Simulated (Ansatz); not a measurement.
Consider the hydrogen abstraction from the Si–H bond: silanol + Cl• → `O[SiH2]`• + HCl.

Computed with Ansatz on PBE0-D4/def2-TZVP structures; ΔE is electronic, products minus reactants. CCSD(T)/CBS adds triple-zeta CCSD(T) − MP2 to the extrapolated MP2 energy (def2 sets, frozen cores). This one scheme is used for every species, atoms too. Functionals use def2-TZVPP. B3LYP here is the variant with VWN-RPA as its local correlation; programs differ in this. Open shells (•) are unrestricted, without spin–orbit coupling. Spin–orbit coupling would lower the free atoms: a little for Cl.

CCSD(T)/CBS gives -9.3 kcal/mol.

**Question.** Another level gave -5.4 kcal/mol. Which?
A. r2SCANh-D4/def2-TZVPP
B. B3LYP-D4/def2-TZVPP
C. BHLYP/def2-TZVPP
D. LDA (SPW92)/def2-TZVPP

**Answer.** C. BHLYP -5.4, r2SCANh-D4 -12.5, B3LYP-D4 -9.4, LDA (SPW92) -20.4 kcal/mol.

Largest T1 diagnostic among the species: 0.015.

Leaving LDA and LC-ωPBE aside and taking each functional with its dispersion term where it has one, the values, not all of them listed here, spread over 10.1 kcal/mol, from PBE-D4 to BHLYP-D4. LDA lies −4.8 kcal/mol from PBE without D4. From r2SCAN to r2SCAN0 (25 % exact exchange), in def2-TZVPP and without D4, ΔE moves by +2.3 kcal/mol.

CCSD(T)/CBS has its own doubt, a few kJ/mol and more with outer-core shells, so smaller differences from it don't rank the levels.
